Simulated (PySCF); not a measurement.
benzoquinone: calculation against experiment

**Experimental background.**

NIST CCCBDB Release 22 (SRD 101), experimental polarizabilities lists, for the gas: mean polarisability 11.229 Å³.

The results are set against them at the end.

Benzoquinone, C₆H₄O₂.
SMILES with atom numbers: `[O:1]=[C:2]1[CH:3]=[CH:4][C:5](=[O:6])[CH:7]=[CH:8]1` (hydrogens: H9 on C3; H10 on C4; H11 on C7; H12 on C8)

Geometry (PBE0-D3(BJ)/def2-SVP, Å), atoms numbered from 1 in this order:
```
atom  x, y, z in Å
O1    -0.7829   -2.5523   -0.0036
C2    -0.4202   -1.3936   -0.0063
C3     1.0189   -1.0337   -0.0103
C4     1.4216    0.2466   -0.0173
C5     0.4471    1.3650   -0.0170
O6     0.8137    2.5225   -0.0180
C7    -0.9922    1.0053   -0.0141
C8    -1.3948   -0.2751   -0.0072
H9     1.7188   -1.8730   -0.0091
H10    2.4756    0.5350   -0.0215
H11   -1.6918    1.8448   -0.0160
H12   -2.4487   -0.5640   -0.0036
```

Runs made with PySCF (gas phase, on this PBE0-D3(BJ)/def2-SVP geometry; no spin–orbit coupling):

```
              level                                                                            job  basis functions
     PBE0/def2-SVPD  10 singlets by full TDDFT, 4 Tamm–Dancoff triplets, polarisability, ΔSCF ions              198
    B3LYP/def2-SVPD  10 singlets by full TDDFT, 4 Tamm–Dancoff triplets, polarisability, ΔSCF ions              198
       HF/def2-SVPD        10 singlets by TDHF, 4 Tamm–Dancoff triplets, polarisability, ΔSCF ions              198
      LDA/def2-SVPD  10 singlets by full TDDFT, 4 Tamm–Dancoff triplets, polarisability, ΔSCF ions              198
      PBE/def2-SVPD  10 singlets by full TDDFT, 4 Tamm–Dancoff triplets, polarisability, ΔSCF ions              198
CAM-B3LYP/def2-SVPD  10 singlets by full TDDFT, 4 Tamm–Dancoff triplets, polarisability, ΔSCF ions              198
  LC-wPBE/def2-SVPD  10 singlets by full TDDFT, 4 Tamm–Dancoff triplets, polarisability, ΔSCF ions              198
        PBE0/6-31G*             10 singlets by full TDDFT, 4 Tamm–Dancoff triplets, polarisability              120
      PBE0/def2-SVP             10 singlets by full TDDFT, 4 Tamm–Dancoff triplets, polarisability              132
  wB97X-D/def2-SVPD  10 singlets by full TDDFT, 4 Tamm–Dancoff triplets, polarisability, ΔSCF ions              198
   PBE0/aug-cc-pVDZ             10 singlets by full TDDFT, 4 Tamm–Dancoff triplets, polarisability              220
     PBE0/def2-TZVP             10 singlets by full TDDFT, 4 Tamm–Dancoff triplets, polarisability              272
```

All basis functions are spherical.

Results beside the measurements:

**Mean polarisability.** Measured: 11.229 Å³ (NIST CCCBDB Release 22 (SRD 101), experimental polarizabilities).

```
              level  computed (Å³)  computed − measured (Å³)  % (from the printed values)
     PBE0/def2-SVPD         11.244                    +0.015                            0
    B3LYP/def2-SVPD         11.367                    +0.138                           +1
       HF/def2-SVPD         10.924                    -0.305                           -3
      LDA/def2-SVPD         11.611                    +0.382                           +3
      PBE/def2-SVPD         11.589                    +0.360                           +3
CAM-B3LYP/def2-SVPD         11.203                    -0.026                            0
  LC-wPBE/def2-SVPD         10.928                    -0.301                           -3
        PBE0/6-31G*          9.243                    -1.986                          -18
      PBE0/def2-SVP          9.537                    -1.692                          -15
  wB97X-D/def2-SVPD         11.236                    +0.007                            0
   PBE0/aug-cc-pVDZ         11.416                    +0.187                           +2
     PBE0/def2-TZVP         10.800                    -0.429                           -4
```

12 of the 14 levels run are shown, the closest and the furthest among them. Closest is wB97X-D/def2-SVPD (+0.007 Å³), furthest PBE0/6-31G* (-1.986 Å³); one molecule doesn't rank methods. The computed values are static and purely electronic, with core orbitals frozen in the response (1 au = 0.148185 Å³). The table of measured values doesn't say here whether a value is static or optical, or holds a vibrational part.

The geometry is computed, not the measured one. Where a level misses, the cause wasn't examined.
